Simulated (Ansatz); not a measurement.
**CH2S (SMILES C=S): one structure at several levels**

A test off equilibrium: a structure displaced at random from a GFN2-xTB minimum is computed at several levels, and each is set against CCSD(T).

Program: Ansatz 0.2.0, Gaussian basis. Level of theory: single points in def2-TZVPP. These are calculated values, not measurements.

Correlated methods freeze the cores.

**1. The system as given**

4 atoms, charge 0, spin multiplicity 1.

Atoms are counted from 1 here; the program's logs count them from 0.

Bond lengths: C1–S2 1.541 Å, C1–H3 1.086 Å, C1–H4 1.038 Å. Angles: S2–C1–H3 116.5°, S2–C1–H4 127.1°, H3–C1–H4 116.4°.

As a file:

```xyz
4
charge 0, multiplicity 1
C    -0.0772   -0.0492   -0.0522
S     1.2782    0.4689    0.4680
H    -0.8688   -0.1576    0.6839
H    -0.3050   -0.3424   -1.0210
```

**2. CCSD(T)/def2-TZVPP**

The input, run/in.yaml:

```yaml
crystal:
  periodic: [false, false, false]
  atoms:
    - {symbol: C, position_ang: [-0.077200, -0.049200, -0.052200]}
    - {symbol: S, position_ang: [1.278200, 0.468900, 0.468000]}
    - {symbol: H, position_ang: [-0.868800, -0.157600, 0.683900]}
    - {symbol: H, position_ang: [-0.305000, -0.342400, -1.021000]}
basis:
  gaussian: {orbitals: def2-TZVPP}
correlation: {method: ccsd_t}
output: {forces: true}
```

The command line of these runs was not kept.

**3. PBE0-D4/def2-TZVPP**

Edit run/in.yaml of step 2 so:

```diff
@@ -9,3 +9,3 @@
   gaussian: {orbitals: def2-TZVPP}
-correlation: {method: ccsd_t}
-output: {forces: true}
+hamiltonian: {xc: pbe0, dispersion: d4}
+output: {forces: true, orbitals: {seedname: orbitals}}
```

**4. wB97M-V/def2-TZVPP**

Edit run/in.yaml of step 3 so:

```diff
@@ -9,3 +9,3 @@
   gaussian: {orbitals: def2-TZVPP}
-hamiltonian: {xc: pbe0, dispersion: d4}
-output: {forces: true, orbitals: {seedname: orbitals}}
+hamiltonian: {xc: {name: wB97M-V}}
+output: {forces: true}
```

**5. r2SCAN-D4/def2-TZVPP**

Edit run/in.yaml of step 4 so:

```diff
@@ -9,3 +9,3 @@
   gaussian: {orbitals: def2-TZVPP}
-hamiltonian: {xc: {name: wB97M-V}}
+hamiltonian: {xc: r2scan, dispersion: d4}
 output: {forces: true}
```

**6. PBE-D4/def2-TZVPP**

Edit run/in.yaml of step 5 so:

```diff
@@ -9,3 +9,3 @@
   gaussian: {orbitals: def2-TZVPP}
-hamiltonian: {xc: r2scan, dispersion: d4}
+hamiltonian: {xc: pbe, dispersion: d4}
 output: {forces: true}
```

**7. HSE06-D4/def2-TZVPP**

Edit run/in.yaml of step 6 so:

```diff
@@ -9,3 +9,3 @@
   gaussian: {orbitals: def2-TZVPP}
-hamiltonian: {xc: pbe, dispersion: d4}
+hamiltonian: {xc: hse06, dispersion: d4}
 output: {forces: true}
```

**8. r2SCANh-D4/def2-TZVPP**

Edit run/in.yaml of step 7 so:

```diff
@@ -9,3 +9,3 @@
   gaussian: {orbitals: def2-TZVPP}
-hamiltonian: {xc: hse06, dispersion: d4}
+hamiltonian: {xc: {name: r2SCANh}, dispersion: d4}
 output: {forces: true}
```

(Steps that only read results are left out.)

Q: Predict the outcome of this session. Wanted: energy less free atoms, CCSD(T)/def2-TZVPP; RMS force component; RMS force error; HOMO and LUMO, PBE0-D4; T1 diagnostic.

**Answer**, as computed:

| quantity | value |
| --- | --- |
| energy less free atoms, CCSD(T)/def2-TZVPP | -1301.6 kJ/mol |
| RMS force component | 1.328 to 1.589 eV/Å over the methods |
| RMS force error | PBE0-D4 0.319, wB97M-V 0.326, r2SCAN-D4 0.241, PBE-D4 0.213, HSE06-D4 0.314, r2SCANh-D4 0.290 eV/Å |
| HOMO and LUMO, PBE0-D4 | -6.59 and -2.31 eV |
| T1 diagnostic | 0.014 |

**Reading.** Against CCSD(T) the functionals' energies less atoms differ by -75.0 to -28.9 kJ/mol, PBE-D4 by -75.0 kJ/mol. CCSD(T) in triple zeta still lacks some correlation energy of the bonds, so part of these gaps is its own basis error and they don't rank the functionals. On forces the order runs from PBE-D4 to wB97M-V. Frozen-core CCSD(T) forces in triple zeta carry basis errors of their own, and this is one geometry, so small gaps rank nothing. The restricted Hartree–Fock reference is unstable towards an unrestricted one at one or more of these structures.
